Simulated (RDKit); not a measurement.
RDKit input (UFF):

```python
from rdkit import Chem
from rdkit.Chem import AllChem, rdDetermineBonds

mol = Chem.MolFromXYZFile('mol.xyz')
rdDetermineBonds.DetermineBonds(mol, charge=-1)
print('SMILES', Chem.MolToSmiles(Chem.RemoveHs(mol)))
ff = AllChem.UFFGetMoleculeForceField(mol)
e0 = ff.CalcEnergy()
flag = ff.Minimize(maxIts=5000, forceTol=1e-5)
print(f'energy {e0:.4f} -> {ff.CalcEnergy():.4f} kcal/mol, converged: {flag == 0}')
print(Chem.MolToXYZBlock(mol))
```
mol.xyz:
```
13

C      0.72403310     1.79239507    -0.03031994
C      0.76031785     0.28052987    -0.04737150
C     -0.63355368    -0.28316512    -0.01353096
C     -0.67602212    -1.81383621    -0.02190892
H      1.72840622     2.22793654     0.06033451
H     -1.70143998    -2.20864986     0.01923879
H      0.10939338     2.26461132     0.79621000
H      0.29292530     2.20418998    -0.95768097
H     -0.13284901    -2.21272884     0.84234972
H     -0.17751014    -2.19660174    -0.91756637
H      1.29730464    -0.06782599     0.85466338
H     -1.20160135     0.07901021    -0.88680250
H     -1.26328001     0.05451668     0.86804152
```

Question: Which steric energies does it print, before and after the minimisation?

Answer: 5.36 and 1.45 kcal/mol. They count from the force field's own zero for this bonding and are no heats of formation.
